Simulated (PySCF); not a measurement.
**U-revPBE/cc-pVTZ run of BH2 (boron dihydride)**

What is the vertical doublet–quartet gap of BH2 (boron dihydride) at U-revPBE/cc-pVTZ? Input form: a Python script.

The results are computed with PySCF 2.14.0.

2 further runs of the same task are left out: 2 set aside as unsound or not needed.

## 1. Starting point

BH2 has 3 atoms, charge 0, and is taken as a doublet. As SMILES, `[BH2]`. The shape is that of a GFN2-xTB optimisation.

Bond lengths: B1–H2 1.159 Å, B1–H3 1.159 Å. Angles: H2–B1–H3 128.4°.

## 2. The energy at U-revPBE/cc-pVTZ

Input file start.xyz:

```xyz
3
BH2
B      0.262840    -0.166230     0.128640
H      0.280020     0.985320     0.260980
H     -0.542860    -0.819090    -0.389630
```

Input file run.py:

```python
# [BH2]
from pyscf import gto, dft

system = gto.M(
    atom='start.xyz',
    max_memory=1860,
    charge=0,
    spin=1,
    basis='cc-pvtz',
    verbose=3,
)

mf = dft.UKS(system)
mf.xc = 'revpbe'
mf.grids.level = 5
mf.conv_tol = 1e-10
mf.kernel()
if not mf.converged:
    mf = mf.newton().run(mf.mo_coeff, mf.mo_occ)

e_tot = mf.e_tot
print('Final energy', e_tot)
```

Started as:

```
$ OMP_NUM_THREADS=1 python run.py
```

Output:

```text
WARN: HOMO -0.168690760118329 >= LUMO -0.168690760118336

converged SCF energy = -25.9288121594149  <S^2> = 0.75191023  2S+1 = 2.0019093
Final energy -25.928812159414917
```

It took 3.9 s on 1 thread of Arm Neoverse V2, shared host; peak memory 0.29 GiB.

## 3. The quartet

Input file mol.xyz:

```xyz
3
BH2
B      0.262840    -0.166230     0.128640
H      0.280020     0.985320     0.260980
H     -0.542860    -0.819090    -0.389630
```

Input file input.py:

```python
from pyscf import gto, dft

molecule = gto.Mole()
molecule.atom = 'mol.xyz'
molecule.max_memory = 1860
molecule.verbose = 4
molecule.spin = 3
molecule.basis = 'cc-pvtz'
molecule.build()

mf = dft.UKS(molecule)
mf.xc = 'revpbe'
mf.conv_tol = 1e-10
mf.grids.level = 5
mf.kernel()
if not mf.converged:
    mf = mf.newton().run(mf.mo_coeff, mf.mo_occ)

e_tot = mf.e_tot
print('E(%s) = %.9f' % ('REVPBE', e_tot))
```

Started as:

```
$ OMP_NUM_THREADS=1 python input.py
```

Output:

```text
PySCF version 2.14.0

[INPUT] num. atoms = 3
[INPUT] num. electrons = 7
[INPUT] charge = 0
[INPUT] spin (= nelec alpha-beta = 2S) = 3
[INPUT] symmetry False subgroup None
[INPUT] Mole.unit = angstrom
[INPUT] Symbol           X                Y                Z      unit          X                Y                Z       unit  Magmom
[INPUT]  1 B      0.262840000000  -0.166230000000   0.128640000000 AA    0.496695614581  -0.314129173686   0.243094368664 Bohr   0.0
[INPUT]  2 H      0.280020000000   0.985320000000   0.260980000000 AA    0.529161109401   1.861984945056   0.493180723989 Bohr   0.0
[INPUT]  3 H     -0.542860000000  -0.819090000000  -0.389630000000 AA   -1.025856723981  -1.547855771370  -0.736293989914 Bohr   0.0

nuclear repulsion = 4.81824384906663
number of shells = 21
number of NR pGTOs = 74
number of NR cGTOs = 58
basis = cc-pvtz
ecp = {}

******** <class 'pyscf.dft.uks.UKS'> ********
method = UKS
initial guess = minao
damping factor = 0
level_shift factor = 0
DIIS = <class 'pyscf.scf.diis.CDIIS'>
diis_start_cycle = 1
diis_space = 8
diis_damp = 0
SCF conv_tol = 1e-10
SCF conv_tol_grad = None
SCF max_cycles = 50
direct_scf = True
direct_scf_tol = 1e-13
number electrons alpha = 5  beta = 2
XC library pyscf.dft.libxc version 7.0.0
    S. Lehtola, C. Steigemann, M. J.T. Oliveira, and M. A.L. Marques.,  SoftwareX 7, 1–5 (2018)
XC functionals = revpbe
    Y. Zhang and W. Yang.,  Phys. Rev. Lett. 80, 890 (1998)
    J. P. Perdew, K. Burke, and M. Ernzerhof.,  Phys. Rev. Lett. 77, 3865 (1996)
    J. P. Perdew, K. Burke, and M. Ernzerhof.,  Phys. Rev. Lett. 78, 1396 (1997)
radial grids:
    Treutler-Ahlrichs [JCP 102, 346 (1995); DOI:10.1063/1.469408] (M4) radial grids

becke partition: Becke, JCP 88, 2547 (1988); DOI:10.1063/1.454033
pruning grids: <function nwchem_prune>
grids dens level: 5
symmetrized grids: False
atomic radii adjust function: <function treutler_atomic_radii_adjust>
small_rho_cutoff = 0
Set gradient conv threshold to 1e-05
tot grids = 90240
init E= -25.8016499469947
[... the frontier-level lines of each cycle are left out ...]


cycle= 1 E= -25.7315102882741  delta_E= 0.0701  |g|= 0.0815  |ddm|= 0.837


cycle= 2 E= -25.7364525149592  delta_E= -0.00494  |g|= 0.0466  |ddm|= 0.124


cycle= 3 E= -25.7380945968657  delta_E= -0.00164  |g|= 0.01  |ddm|= 0.0642


cycle= 4 E= -25.7381806666684  delta_E= -8.61e-05  |g|= 0.00176  |ddm|= 0.0144


cycle= 5 E= -25.738183955497  delta_E= -3.29e-06  |g|= 0.000508  |ddm|= 0.00245


cycle= 6 E= -25.7381839059137  delta_E= 4.96e-08  |g|= 0.000541  |ddm|= 0.000909


cycle= 7 E= -25.738184168968  delta_E= -2.63e-07  |g|= 0.000153  |ddm|= 0.000585


cycle= 8 E= -25.7381841916727  delta_E= -2.27e-08  |g|= 7.07e-06  |ddm|= 0.000132


cycle= 9 E= -25.7381841917308  delta_E= -5.81e-11  |g|= 1.02e-06  |ddm|= 1.11e-05


Extra cycle  E= -25.738184191732  delta_E= -1.26e-12  |g|= 4.87e-07  |ddm|= 1.87e-06
converged SCF energy = -25.738184191732  <S^2> = 3.7512156  2S+1 = 4.0006078
E(REVPBE) = -25.738184192
```

Run time: 3.9 s. Hardware: 1 thread of Arm Neoverse V2, shared host; peak memory 0.29 GiB.

## 4. Outcome

At U-revPBE/cc-pVTZ:

```
                                        quantity         value
                           doublet: total energy  -25.92881 Eh
                          doublet: dipole moment        0.49 D
     doublet: HOMO energy (highest over α and β)      -4.91 eV
      doublet: LUMO energy (lowest over α and β)      -3.32 eV
                                   doublet: ⟨S²⟩         0.752
                           quartet: total energy  -25.73818 Eh
                          quartet: dipole moment        1.24 D
     quartet: HOMO energy (highest over α and β)      -4.30 eV
                                   quartet: ⟨S²⟩         3.751
vertical energy of the quartet above the doublet      5.187 eV
```

At this shape the quartet lies 5.19 eV (500 kJ/mol) above the doublet. Mulliken charges (doublet) run from -0.08 on B1 to +0.04 on H2.
